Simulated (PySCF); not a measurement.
Compound: sulfuryl chloride, Cl2O2S.
InChI=1S/Cl2O2S/c1-5(2,3)4

The closed-shell ground state was solved at several levels (PySCF, density fitting, gas phase, non-relativistic). Isolated species at its PBE0-D3(BJ)/def2-SVP geometry, gas phase.

| level | basis functions | HOMO (eV) | LUMO (eV) | gap (eV) | dipole (D) |
| --- | --- | --- | --- | --- | --- |
| PBE0/aug-cc-pVDZ | 127 | -9.96 | -3.57 | 6.39 | 1.60 |
| PBE0/aug-cc-pVTZ | 242 | -9.97 | -3.46 | 6.51 | 1.68 |
| PBE0/def2-TZVPD | 218 | -9.96 | -3.43 | 6.53 | 1.70 |
| PBE0/6-31+G* | 102 | -10.07 | -3.74 | 6.33 | 1.55 |
| PBE0/def2-TZVP | 173 | -9.92 | -3.35 | 6.57 | 1.71 |

Problem. Estimate the row for PBE0/def2-SVP, a basis of 82 functions; the other rows only guide the guess.

Solution. HOMO -9.81 eV, LUMO -3.30 eV, gap 6.51 eV, dipole 1.49 D.

Problem. Over all these levels, which gives the widest orbital gap and which the narrowest?

Solution. PBE0/def2-TZVP has the widest, 6.57 eV, and PBE0/6-31+G* the narrowest, 6.33 eV. From the narrowest to the widest the HOMO moves by +0.15 eV and the LUMO by +0.39 eV.

Problem. How much does the basis alone move the frontier levels among the 6 PBE0 rows (the withheld one included)?

Solution. The HOMO by 0.26 eV and the LUMO by 0.44 eV. By rising basis size (HOMO, LUMO in eV): def2-SVP -9.81, -3.30; 6-31+G* -10.07, -3.74; aug-cc-pVDZ -9.96, -3.57; def2-TZVP -9.92, -3.35; def2-TZVPD -9.96, -3.43; aug-cc-pVTZ -9.97, -3.46.

Problem. How far do the dipole and the HOMO energy spread over the levels?

Solution. The dipole runs from 1.49 to 1.71 D (mean 1.62 D) and the HOMO from -10.07 to -9.81 eV.
